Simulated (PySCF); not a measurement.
**Heteronuclear NMR**

Cartesian coordinates in Å; atom numbers follow the order of the lines, from 1:
```xyz
7

C     1.1912    0.1783    0.2561
N     0.1013   -0.4116    0.3762
C    -1.1971   -0.1993    0.1061
O    -2.0078    0.3286    0.8185
H     2.0910   -0.3181    0.5982
H     1.3016    1.1682   -0.1866
H    -1.4769   -0.7412   -0.8245
```

Computed data (PySCF 2.14.0 with density-fitted response routines): GFN2-xTB structure, J: B3LYP/pcJ-1, NMR shieldings at PBE0/pcSseg-1/GIAO. Non-relativistic, no solvent, one computed conformer.

Question: Where does ¹⁵N resonate?

Answer: 
```
atoms     environment  σ (ppm)  δ (ppm)
   N2  imine nitrogen   -164.2      3.2
```

Shieldings were converted by a linear fit to measured shifts: ¹⁵N: δ = -148.07 − 0.921σ (rms 6.3 ppm, 71 shifts vs CH3NO2, solution or neat liquid). Occasional misses reach two or three times the rms, and more in compound classes unlike the fitted ones. Couplings are scaled by factors fitted to measured values: ²J(H,H) × 0.95 (rms 1.3 Hz); all others are unscaled and can be 10–30 % off.

Couplings (the largest are listed; each averaged over equivalent pairs): ¹J(C1,N2) = -19.3 Hz, ¹J(N2,C3) = -9.6 Hz, ²J(N2,H7) = -14.3 Hz, ²J(N2,H5) = -8.0 Hz, ²J(N2,H6) = 4.7 Hz, ²J(N2,O4) = -1.2 Hz. Signs are for ¹⁵N, whose magnetogyric ratio is negative.

On a 300 MHz spectrometer ¹⁵N resonates near 30.4 MHz, so 1 ppm is 30.4 Hz.

Question: What are the ¹⁷O shifts?

Answer: 
| atoms | environment | σ (ppm) | δ (ppm) |
| --- | --- | --- | --- |
| O4 | amide-type carbonyl oxygen | -151.4 | 404.7 |

Shieldings were converted by a linear fit to measured shifts: ¹⁷O (scatter 10.7 ppm rms, 12.2 ppm with the 3 outliers that the fit left out vs liquid water, solution or neat liquid). A few per cent of atoms miss by over 2 rms, more outside the fitted compound classes. Couplings are scaled by factors fitted to measured values: ²J(H,H) × 0.95 (rms 1.3 Hz); all others are unscaled and can be 10–30 % off.

Couplings (the largest are listed; each averaged over equivalent pairs; quadrupolar broadening usually hides them): ¹J(C3,O4) = 27.7 Hz, ²J(O4,H7) = -8.0 Hz, ²J(N2,O4) = -1.2 Hz.

On a 300 MHz spectrometer ¹⁷O resonates near 40.7 MHz, so 1 ppm is 40.7 Hz.
